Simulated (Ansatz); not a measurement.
Input for Ansatz (development build ahead of 0.2.0):

```yaml
crystal:
  periodic: [false, false, false]
  atoms:
    - { symbol: C, position_ang: [0.00155, -0.01695, -0.58669] }
    - { symbol: C, position_ang: [-0.03857, -0.01565, 0.606] }
basis:
  gaussian: { orbitals: cc-pVTZ }
total_charge: -1
magnetization:
  spin_polarized: true
  initial_magnetization: 1
hamiltonian:
  xc: hf
correlation:
  method: mp2
  frozen_orbitals: { C: 1 }
```

The input is written out in the form of the current development build from the run's settings.

Results

```
Converged                       : yes
Reference energy                : -75.56866 hartree
Correlation energy              : -0.25306 hartree
Total energy                    : -75.82172 hartree
Spin squared of the determinant : 0.802
```

Caution: no diffuse functions for an anion.
